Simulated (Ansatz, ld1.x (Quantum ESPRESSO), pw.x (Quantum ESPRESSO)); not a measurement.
pw.x on bcc Nb: one setting changed

Potential: PAW, ld1.x (Quantum ESPRESSO) 7.5, PBEsol; core [Ar] 3d10, reference 4s2 4p6 4d4 5s0 5p1; waves: 4s (bound): rcut 1.50, rcutus 1.65 bohr; 5s (bound, empty): rcut 1.50, rcutus 1.65 bohr; 4p (bound): rcut 1.75, rcutus 1.85 bohr; 5p (bound): rcut 1.75, rcutus 1.85 bohr; 4d (bound): rcut 2.05, rcutus 2.55 bohr; 4d channel at 1.75 Ry: rcut 2.05, rcutus 2.55 bohr; local part: all-electron potential smoothed inside 2.50 bohr (lloc = -1); core correction: a·sin(br)/r model core, default radius (core density twice the valence density); augmentation: BESSEL, radius 1.65 bohr.

The reference run (k-mesh 14³, cutoffs 55/440 Ry, Fermi–Dirac 0.01 Ry, mixing_beta 0.4, conv_thr 1e-9, no spin) gives 1.15 GPa at 17.566 Å³/atom, where all-electron LAPW gives -0.00 GPa. This run, with its own iteration cap, changes smearing to mv.

```
&control
  calculation='scf', prefix='x', pseudo_dir='./', outdir='./tmp', tstress=.true., disk_io='none'
/
&system
  ibrav=0, nat=1, ntyp=1, ecutwfc=55, ecutrho=440, nbnd=14,
  occupations='smearing', smearing='mv', degauss=0.01
/
&electrons
  conv_thr=1e-09, mixing_beta=0.4, electron_maxstep=70
/
ATOMIC_SPECIES
Nb 1.0 Nb.UPF
CELL_PARAMETERS angstrom
  -1.63758667 1.63758667 1.63758667
  1.63758667 -1.63758667 1.63758667
  1.63758667 1.63758667 -1.63758667
ATOMIC_POSITIONS crystal
Nb 0.0000 0.0000 0.0000
K_POINTS automatic
14 14 14 0 0 0
```

```bash
pw.x < Nb.scf.in > Nb.scf.out
```

Task: How does the run end?

Result: It converges in 10 iterations; the free energy moves by +46.5 meV/atom and the pressure by -0.47 GPa. This scheme is built to cancel the term in the square of the width that Fermi–Dirac smearing leaves in the F of a metal.

```
Message from routine setup:
     using ibrav=0 with symmetry is DISCOURAGED, use correct ibrav instead
     lattice parameter (alat)  =       5.3600  a.u.
     unit-cell volume          =     118.5412 (a.u.)^3
     number of electrons       =        13.00
     number of Kohn-Sham states=           14
     kinetic-energy cutoff     =      55.0000  Ry
     charge density cutoff     =     440.0000  Ry
     scf convergence threshold =      1.0E-09
     Exchange-correlation= SLA  PW   PSX  PSC
     number of k points=   104  Marzari-Vanderbilt smearing, width (Ry)=  0.0100
     iteration #  1     ecut=    55.00 Ry     beta= 0.40
     total energy              =    -330.01401127 Ry
     estimated scf accuracy    <       0.13761266 Ry
     iteration #  2     ecut=    55.00 Ry     beta= 0.40
     total energy              =    -330.02661701 Ry
     estimated scf accuracy    <       0.01979996 Ry
     iteration #  3     ecut=    55.00 Ry     beta= 0.40
     total energy              =    -330.03248451 Ry
     estimated scf accuracy    <       0.00408909 Ry
     [... 4 iterations left out ...]
     iteration #  8     ecut=    55.00 Ry     beta= 0.40
     total energy              =    -330.03289186 Ry
     estimated scf accuracy    <       0.00000017 Ry
     iteration #  9     ecut=    55.00 Ry     beta= 0.40
     total energy              =    -330.03289187 Ry
     estimated scf accuracy    <          1.0E-09 Ry
     iteration # 10     ecut=    55.00 Ry     beta= 0.40
     the Fermi energy is    17.7060 ev
!    total energy              =    -330.03289187 Ry
     estimated scf accuracy    <          4.7E-10 Ry
     smearing contrib. (-TS)   =       0.00009850 Ry
     The total energy is F=E-TS. E is the sum of the following terms:
     one-electron contribution =     -11.47589410 Ry
     hartree contribution      =      17.83956946 Ry
     xc contribution           =     -31.54794168 Ry
     ewald contribution        =     -99.37187011 Ry
     one-center paw contrib.   =    -205.47685394 Ry
     convergence has been achieved in  10 iterations
          total   stress  (Ry/bohr**3)                   (kbar)     P=        6.79
     Message from routine punch:
     Nothing written, as per user request (disk_io='none')
```

The run took about 20 s on one core of a shared host (Neoverse-V1, 32 threads, 247 GiB, load 19).
